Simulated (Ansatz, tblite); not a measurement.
**The cluster Li₂N: rung by rung**

An exercise on one series of results from a longer session: the logs are not shown, and one member is left open.

Computed with Ansatz 0.2.0, Gaussian basis. Level: as each input shows.

The runs, in order: GFN1-xTB, GFN2-xTB, PBE-D4/def2-TZVP, r2SCAN-D4/def2-TZVP, PBE-QIDH/def2-TZVP, B97M-V/def2-TZVP, LDA/def2-TZVP, r2SCAN0-D4/def2-TZVP, B2PLYP/def2-TZVP, PBE-D4/def2-SVP, PBE0-D4/def2-SVP, HF/6-31G, B3LYP-D4/6-31G, PBE0-D4/def2-TZVPD, PBE-D4/def2-TZVPD, r2SCAN-D4/def2-TZVPD, CCSD(T)/def2-TZVPP, MP2/def2-TZVP, RPA/def2-TZVP, CCSD(T)/def2-TZVPD.

**The structure**

The doublet was relaxed beforehand with PBE0-D4/def2-TZVP. At that level it is the lowest of the isomers that a small search found.

3 atoms, charge 0, spin multiplicity 2.

Bond lengths: Li1–N3 1.749 Å, Li2–N3 1.749 Å. Angles: Li1–N3–Li2 179.6°.

PBE0-D4/def2-TZVP was run before; its log isn't repeated, and its numbers join the tables.

The first run:

Tight binding, by tblite at 300 K electronic temperature and without a spin-polarisation term:

```python
tblite.interface.Calculator('GFN1-xTB', numbers, positions, charge=0, uhf=1).singlepoint()
```

Tight binding, by tblite at 300 K electronic temperature and without a spin-polarisation term:

```python
tblite.interface.Calculator('GFN2-xTB', numbers, positions, charge=0, uhf=1).singlepoint()
```

start.molden holds the orbitals of an earlier run on this state, given as this run's starting guess.

Contents of in.yaml:

```yaml
crystal:
  periodic: [false, false, false]
  atoms:
    - {symbol: Li, position_ang: [-1.180029, 0.398085, -1.228617]}
    - {symbol: Li, position_ang: [1.177695, -0.396284, 1.231404]}
    - {symbol: N, position_ang: [0.002344, -0.001801, -0.002787]}
basis:
  gaussian: {orbitals: def2-TZVP, initial_orbitals: start.molden}
magnetization: {spin_polarized: true, initial_magnetization: 1}
hamiltonian: {xc: pbe, dispersion: d4}
scf: {omitted_lower_state_checks: [starts]}
output: {orbitals: {seedname: orbitals}}
```

Started as:

```console
$ ansatz run in.yaml --threads 4 --pin off --events-out ev --progress --plain --max-ram 3916MiB
```

Steps of the session up to this table: PBE-D4/def2-TZVP; r2SCAN-D4/def2-TZVP; PBE-QIDH/def2-TZVP; B97M-V/def2-TZVP; LDA/def2-TZVP; r2SCAN0-D4/def2-TZVP; B2PLYP/def2-TZVP; PBE-D4/def2-SVP; PBE0-D4/def2-SVP; HF/6-31G; B3LYP-D4/6-31G; PBE0-D4/def2-TZVPD; PBE-D4/def2-TZVPD; r2SCAN-D4/def2-TZVPD; CCSD(T)/def2-TZVPP; MP2/def2-TZVP; RPA/def2-TZVP; CCSD(T)/def2-TZVPD.

One of the session's tables, all rows but one given; the rest of the session is left out.

```
               level  HOMO (eV)  LUMO (eV)  gap (eV)
            HF/6-31G      -3.58       0.62      4.21
       LDA/def2-TZVP      -2.31      -2.16      0.15
     PBE-D4/def2-SVP      -1.99      -1.43      0.56
    PBE-D4/def2-TZVP      -2.22      -1.64      0.58
   PBE-D4/def2-TZVPD      -2.30      -1.72      0.57
 r2SCAN-D4/def2-TZVP      -2.20      -0.84      1.36
r2SCAN-D4/def2-TZVPD      -2.27      -0.93      1.34
    B97M-V/def2-TZVP      -2.22      -1.14      1.08
      B3LYP-D4/6-31G      -2.98      -0.91      2.07
    PBE0-D4/def2-SVP      -2.78      -0.55      2.23
   PBE0-D4/def2-TZVP      -3.01      -0.60      2.41
  PBE0-D4/def2-TZVPD      -3.06      -0.68      2.38
r2SCAN0-D4/def2-TZVP          ?          ?         ?
```

Estimate the missing values for r2SCAN0-D4/def2-TZVP.

The run gave: HOMO (eV): -3.02; LUMO (eV): -0.29; gap (eV): 2.73. In the column «HOMO (eV)» it lies between PBE0-D4/def2-TZVPD (-3.06) and PBE0-D4/def2-TZVP (-3.01).

Limits of these values: Doubts: large T1 diagnostic, spin contamination.
